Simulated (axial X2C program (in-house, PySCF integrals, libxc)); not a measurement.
# AlN: properties at the nuclei

Aim: properties at the nuclei of AlN, with spin–orbit coupling in the Hamiltonian from the start.

Program: an in-house X2C program for linear molecules on PySCF integrals. Level of theory: two-component X2C with atomic mean-field terms, Al dyall-v3z, N dyall-av3z. These are calculated values, not measurements.

### Step 1. The job

Contents of task.json:

```json
{"zs": [13, 7], "q": 0, "bas": ["dyall-v3z", "dyall-av3z"], "r0": 1.73, "levels": ["PBE0", "HF", "PBE", "TPSSh", "BP86"], "nst": 3}
```

Keys: zs atomic numbers; q charge; bas basis sets; r0 starting distance in Å; levels methods (HF also brings MP2); nst determinants followed.

On the command line:

```bash
python soeom.py task.json out
```

After this run come: Expectation values, lowest determinant; Expectation values, a higher determinant; Expectation values, a higher determinant.

What does the calculation give? Wanted: lowest determinant; Eeff magnitude; Ws magnitude Al; A∥/gI Al; qzz Al; higher determinant (for each run or level that gives them).

As calculated:

| quantity | value |
| --- | --- |
| lowest determinant | Ω = 2 (excess of +ω over −ω: ω = 1/2, ω = 3/2) |
| Eeff magnitude (GV/cm), PBE0 | 0.0772 |
| Ws magnitude Al (kHz), PBE0 | 0.0163 |
| A∥/gI Al (MHz), PBE0 | 20.3 |
| qzz Al (a.u.), PBE0 | -0.70 |
| higher determinant | Ω = 1 (excess of +ω over −ω: ω = -1/2, ω = 3/2) |
| Eeff magnitude (GV/cm), PBE0, higher determinant | 0.00467 |
| Ws magnitude Al (kHz), PBE0, higher determinant | 0.00109 |
| A∥/gI Al (MHz), PBE0, higher determinant | -8.77 |
| qzz Al (a.u.), PBE0, higher determinant | -1.52 |
| higher determinant | Ω = 1 (excess of +ω over −ω: 2 × ω = 1/2) |
| Eeff magnitude (GV/cm), PBE0, higher determinant | 0.096 |
| Ws magnitude Al (kHz), PBE0, higher determinant | 0.0391 |
| A∥/gI Al (MHz), PBE0, higher determinant | 102 |
| qzz Al (a.u.), PBE0, higher determinant | -0.74 |

**Reading.** In the first state, the effective field runs from 0.0214 to 0.0869 GV/cm over the mean-field levels, so the levels don't agree on it. The expectation values come from single determinants, which for open shells can mix terms of unlike spin or miss the lowest Ω, so a determinant need not be a state. Eeff is the effective electric field on the electron dipole moment in this Ω state and Ws the scalar–pseudoscalar constant (defined with the proton number Z and per Ω); A∥ is the parallel hyperfine constant, which follows by multiplying with the nuclear g factor gI = μI/(I μN); qzz is the electric field gradient, eQq0 = 234.96 MHz × Q/barn × qzz; μ is positive if N is the positive end. The operators were transformed with the bare-nucleus X2C matrices. A second determinant lies within 0.1 eV of the first.
